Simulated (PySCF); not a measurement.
**BeH₂Br−, a complex of two parts: interaction energy**

An exercise on one series of results from a longer session: the logs are not shown, and one member is left open.

Computed with PySCF 2.14.0; each step states its level. No surroundings beyond the atoms listed, unless a continuum is named. Atoms count from 0, parts from 1.

## The system as given

4 atoms, charge -1, multiplicity 1; geometry: GFN1-xTB. Parts: 1 = atoms 0–2, `[BeH2]`, charge 0; 2 = atom 3, `[Br-]`, charge -1.

The first run:

What the job is given:

```
{"job": {"xc": "PBE0", "basis": "def2-SVPD", "d3": "d3bj", "grid": 2, "kind": "geom", "shake": 0.01}, "charge": -1, "multiplicity": 1, "parts": [{"atoms": "0-2", "charge": 0, "multiplicity": 1}, {"atoms": "3-3", "charge": -1, "multiplicity": 1}]}
Be    -0.189838    -0.402538     0.065165
H     -0.413855     0.723436     0.804185
H      0.636924    -0.472909    -0.976157
Br    -1.355218    -2.157705     0.554333
```

Command:

```console
$ OMP_NUM_THREADS=1 python cluster_run.py task.json out
```

The driver reads the jobs from task.json and runs them one after another.

Steps of the session up to this table: Optimising the geometry at PBE0-D3(BJ)/def2-SVPD; Coupled-cluster interaction energy: CCSD(T) and MP2, 2.21 Å; Coupled-cluster interaction energy: CCSD(T) and MP2, 2.43 Å; Coupled-cluster interaction energy: CCSD(T) and MP2, 2.10 Å; Coupled-cluster interaction energy: CCSD(T) and MP2, 2.76 Å; Coupled-cluster interaction energy: CCSD(T) and MP2, 1.99 Å; Coupled-cluster interaction energy: CCSD(T) and MP2, 3.31 Å; Coupled-cluster interaction energy: CCSD(T) and MP2, 4.41 Å.

One of the session's tables, all rows but one given; the rest of the session is left out.

It belongs to the step «Coupled-cluster interaction energy: CCSD(T) and MP2, 4.41 Å». 

```
                 method  interaction energy (kcal/mol)
         HF/aug-cc-pVDZ                         -11.25
        MP2/aug-cc-pVDZ                         -11.43
       CCSD/aug-cc-pVDZ                         -11.18
    CCSD(T)/aug-cc-pVDZ                         -11.27
         HF/aug-cc-pVTZ                         -11.24
        MP2/aug-cc-pVTZ                              ?
    SCS-MP2/aug-cc-pVTZ                         -11.29
      MP2, extrapolated                         -11.43
CCSD(T), limit estimate                         -11.27
```

Q: Estimate the row for MP2/aug-cc-pVTZ from the others.

**Answer.** interaction energy (kcal/mol): -11.42. In the column «interaction energy (kcal/mol)» it lies between MP2, extrapolated (-11.43) and SCS-MP2/aug-cc-pVTZ (-11.29).

In this run the core of Be (1s) is correlated, in a basis without core functions; only the other cores are frozen.

To keep in mind: Tight-binding geometries are rough for metal atoms; that holds for every run here that uses one unrelaxed.
